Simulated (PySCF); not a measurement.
# PO(OH), singlet: data card

Method: PBE0 in PySCF with P def2-TZVP, O def2-TZVP, H def2-TZVP; no relativity; density-fitted integrals.

The structure is a minimum.

```xyz
4
charge 0 multiplicity 1, angstrom
P     0.0000   -0.4697    0.0000
O    -1.2823    0.2432    0.0000
O     1.2230    0.5718    0.0000
H     0.9398    1.4987    0.0000
```

```
Point group                                                                   : Cs
Bond lengths                                                                  : O–H 0.969 Å, P–O 1.467 Å, P–O 1.606 Å
Bond angles                                                                   : H–O–P 113.4°, O–P–O 110.5°
Entropy at 298.15 K and 1 bar                                                 : 261.5 J/(mol K)
Rotational constants                                                          : 1.228, 0.3201, 0.2539 cm⁻¹
Highest occupied level                                                        : -8.46 eV
Atomisation energy without zero-point energy                                  : 1483 kJ/mol
Heat capacity Cp at 298.15 K                                                  : 48.7 J/(mol K)
Dipole moment                                                                 : 1.71 D
Principal polarisabilities                                                    : 20.8, 27.4, 32.1 bohr³
Zero-point energy                                                             : 46.9 kJ/mol
Principal quadrupole moments (Buckingham, traceless) about the centre of mass : -8.30, 2.30, 5.99 D Å
Lowest empty level                                                            : -2.13 eV
Enthalpy at 298.15 K above 0 K                                                : 11.51 kJ/mol
Rotational symmetry number                                                    : 1
```

Harmonic modes (masses in u: P 30.974, O 15.995, H 1.008):
| symmetry | ω (cm⁻¹) | IR (km/mol) | μ (u) |
| --- | --- | --- | --- |
| a' | 397 | 52.4 | 4.56 |
| a'' | 572 | 149 | 1.19 |
| a' | 872 | 237 | 6.58 |
| a' | 942 | 6.7 | 1.42 |
| a' | 1299 | 128 | 17.73 |
| a' | 3767 | 87.2 | 1.06 |

Charges (e):
| atom | Mulliken | Löwdin | polar tensor | Mayer order to P1 |
| --- | --- | --- | --- | --- |
| P1 | 0.52 | 0.28 | 1.06 | – |
| O2 | -0.42 | -0.26 | -0.63 | 2.05 |
| O3 | -0.43 | -0.17 | -0.74 | 1.16 |
| H4 | 0.33 | 0.16 | 0.30 | 0.07 |
Other Mayer orders above 0.3: O–H 0.85.

Mulliken populations on P1: s 5.83, p 8.08, d 0.49, f 0.07.

This need not be the most stable arrangement of these atoms.

The final relaxation and frequency run took 40 s on 2 threads of a shared Arm Neoverse V1 host, with 105 basis functions and 19 gradients; the process peaked at 1.2 GiB. Launch command: `OMP_NUM_THREADS=2 python axn.py task.json out`.
